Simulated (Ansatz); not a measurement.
**BH₃S: up Jacob's ladder to CCSD(T)**

The task here is to estimate one member of a computed series from the others.

Computed with Ansatz 0.2.0, Gaussian basis. Level: functionals in def2-TZVPP, the program's frozen cores in correlated methods.

Levels to be run: LDA (SPW92), PBE-D4, revPBE-D4, BLYP-D4, r2SCAN-D4, B97M-V, PBE0-D4, B3LYP-D4, r2SCANh-D4, r2SCAN0-D4, HSE06-D4, BHLYP-D4, CAM-B3LYP-D4, LC-ωPBE, ωB97X-V, ωB97M-V, B2PLYP, PBE-QIDH; CCSD(T)/def2-SVP; CCSD(T)/def2-TZVPP; CCSD(T)/def2-QZVPP; extrapolation to the limit; RPA on PBE.

## The relaxed structure

The geometry comes from an earlier relaxation with PBE0-D4 in a triple-zeta def2 set; it is a stationary point.

5 atoms, charge 0, spin multiplicity 1.

Atoms are counted from 1 here; the program's logs count them from 0.

Bond lengths: B1–S2 1.765 Å, B1–H3 1.192 Å, B1–H4 1.190 Å, S2–H5 1.344 Å. Angles: S2–B1–H3 115.8°, S2–B1–H4 121.4°, H3–B1–H4 122.7°, B1–S2–H5 99.2°.

Set-up of the first run:

in.yaml

```yaml
crystal:
  periodic: [false, false, false]
  atoms:
    - {symbol: B, position_ang: [-0.392094, -0.421012, 0.088133]}
    - {symbol: S, position_ang: [0.161655, 1.236922, -0.154268]}
    - {symbol: H, position_ang: [-1.562860, -0.556387, 0.264240]}
    - {symbol: H, position_ang: [0.367105, -1.337626, 0.074199]}
    - {symbol: H, position_ang: [1.476094, 1.004404, -0.313604]}
basis:
  gaussian: {orbitals: def2-TZVPP}
hamiltonian: {xc: lda}
output: {orbitals: {seedname: orbitals}}
```

Among the steps run: LDA; PBE-D4 (GGA); revPBE-D4 (GGA); BLYP-D4 (GGA); r2SCAN-D4 (meta-GGA); B97M-V (meta-GGA); PBE0-D4 (hybrid); B3LYP-D4 (hybrid); r2SCANh-D4 (hybrid); r2SCAN0-D4 (hybrid); HSE06-D4 (hybrid); BHLYP-D4 (hybrid); CAM-B3LYP-D4 (range-separated); LC-ωPBE-D4 (range-separated; the results give it without D4); ωB97X-V (range-separated); ωB97M-V (range-separated); B2PLYP (double hybrid); PBE-QIDH (double hybrid).

One of the session's tables, all rows but one given; the rest of the session is left out.

It belongs to the step «Frontier levels by functional». 

```
  functional  HOMO (eV)  gap (eV)
 LDA (SPW92)      -7.50      4.98
      PBE-D4      -7.35      5.07
   revPBE-D4      -7.29      5.11
     BLYP-D4      -7.15      5.05
   r2SCAN-D4      -7.58      5.64
      B97M-V          ?         ?
     PBE0-D4      -8.48      7.17
    B3LYP-D4      -8.22      6.71
  r2SCANh-D4      -8.00      6.40
  r2SCAN0-D4      -8.64      7.53
    HSE06-D4      -8.08      6.38
    BHLYP-D4      -9.44      9.17
CAM-B3LYP-D4      -9.77      9.57
     LC-ωPBE     -11.20     12.14
     ωB97X-V     -10.81     11.69
     ωB97M-V     -10.67     11.33
```

Q: Estimate the row for B97M-V from the others.

**Answer.** HOMO (eV): -7.64; gap (eV): 5.65. In the column «HOMO (eV)» it lies between r2SCANh-D4 (-8.00) and r2SCAN-D4 (-7.58).
